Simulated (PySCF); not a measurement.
# P: ionisation energy

P [Ne] 3s2 3p3 (4S) → P+ [Ne] 3s2 3p2 (3P), as a difference of total energies. All numbers are calculated (PySCF 2.14, the non-relativistic Hamiltonian (point nucleus), in def2-QZVPPD (10s6p5d2f1g, 76 functions)). Correlated levels: valence: [Ne] frozen; valence and next inner shell: 1s2 frozen. The calculations carry no spin-orbit coupling.

Problem. Order these methods by the ionisation energy they give, lowest first.
A. PBE
B. LDA
C. CAM-B3LYP
D. HSE06

Solution. C (10.385 eV), A (10.486 eV), D (10.514 eV), B (10.576 eV).

Errors of the correlated levels include the incompleteness of this basis and the frozen core.

For comparison: 10.526 eV (measured; NIST levels, between the centres of gravity of the two terms).
